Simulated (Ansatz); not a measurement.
# Cost against result

Saddle point of CH4ClO, doublet (CH₃Cl ([CH3][Cl]) + OH → CH₂Cl ([CH2][Cl]) + H₂O; bonds formed: H1–O4; bonds broken: H1–C2), PBE0-D4/def2-TZVP structure:

```xyz
7
angstrom
H -0.4109 -0.1396 -0.2891
C 0.5427 -0.4728 0.2935
Cl 1.3340 0.9366 0.9602
O -1.5307 0.4275 -0.9386
H 1.1934 -0.9667 -0.4241
H 0.2105 -1.1320 1.0918
H -1.3391 1.3471 -0.6937
```

Barriers are electronic and count from the start structure reached by relaxing down the imaginary mode. Spin–orbit coupling is left out.

Computed with Ansatz 0.2.0 (basis: as named in each row); correlated methods freeze the cores; orbitals are unrestricted. B3LYP uses VWN-RPA correlation. Extrapolation: Hartree–Fock as exp(−7.88 √X), correlation as X^−2.97.

Times are rough, for one single point on 4 threads of a shared host (Arm Neoverse V2).

The estimate by CCSD(T) at an estimated basis limit (MP2 extrapolated from triple and quadruple zeta, plus CCSD(T) − MP2 in triple zeta) is 7.82 kcal/mol.

```csv
method,basis,time (s),barrier (kcal/mol),method less estimate
HF,STO-3G,under 1,16.71,8.89
SPW92,def2-SVP,under 1,-9.85,-17.68
PBE-D4,STO-3G,under 1,-2.04,-9.86
B3LYP-D4,6-31G,under 1,6.62,-1.20
PBE-D4,def2-SVP,under 1,-1.92,-9.75
PBE0-D4,def2-SVP,1,4.99,-2.83
SPW92,def2-TZVPP,1,-11.73,-19.55
PBE-D4,def2-TZVPP,2,-3.51,-11.34
BLYP-D4,def2-TZVPP,2,-2.20,-10.03
CCSD(T),def2-SVP,2,11.57,3.75
PBE0-D4,def2-TZVPP,2,3.62,-4.20
B3LYP-D4,def2-TZVPP,2,3.09,-4.73
CAM-B3LYP-D4,def2-TZVPP,4,4.98,-2.85
r2SCAN-D4,def2-TZVPP,4,0.99,-6.84
RPA on PBE,def2-TZVPP,4,9.05,1.22
PBE-QIDH,def2-TZVPP,4,8.26,0.44
wB97M-V,def2-SVP,4,7.75,-0.07
BHLYP-D4,def2-TZVPP,4,9.78,1.96
B2PLYP,def2-TZVPP,5,6.20,-1.63
B97M-V,def2-TZVPP,7,3.92,-3.90
r2SCAN0-D4,def2-TZVPP,8,5.90,-1.93
wB97X-V,def2-TZVPP,12,6.26,-1.56
wB97M-V,def2-TZVPP,14,6.72,-1.10
MP2,def2-QZVPP,15,9.96,2.13
CCSD(T),def2-TZVPP,51,8.23,0.41
```

All methods are single points on the PBE0-D4 structures; a negative value means that the method puts the saddle structure below the start.

T1 diagnostic: at most 0.022. ⟨S²⟩ of the unrestricted Hartree–Fock references: 0.75 to 0.77 (a pure state has 0.75).

Labels in which every atom is bracketed show which atoms are joined, not bond orders.
